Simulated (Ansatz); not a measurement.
Results of PBE (Ansatz, a first-principles code, PAW) for rock-salt TiN.

Run with plane-wave cutoff 520 eV, 22×22×22 k mesh, Fermi–Dirac smearing 0.05 eV, no spin polarisation, scalar-relativistic PAW data made under PBE.

Results at a series of volumes:

```csv
V (Å³/atom),E − E_lowest (meV/atom)
9.000,33.22
9.192,14.24
9.383,3.44
9.575,0.00
9.766,3.19
9.958,12.36
10.149,26.89
```

Task: Estimate the bulk modulus and its pressure derivative from these points.

Result: V0 = 9.575 Å³/atom, B0 = 277 GPa, B′ = 4.3 (fit to the energies at full precision).

Measured, for comparison: bulk modulus 288 GPa (temperature not stated, no zero-point or thermal correction; as tabulated in Krasnenko and Brik (2013), arXiv:1306.3139); equilibrium volume per atom 9.52 Å³/atom (temperature not stated, no zero-point or thermal correction; as tabulated in Zhang et al. (2018), doi:10.1088/1367-2630/aac7f0). Computed (rounded) less measured: bulk modulus -4 %, equilibrium volume per atom +0.6 %.

The computed numbers hold no vibrational or temperature effects.

Computing time: about 40 core-seconds (a rough figure).
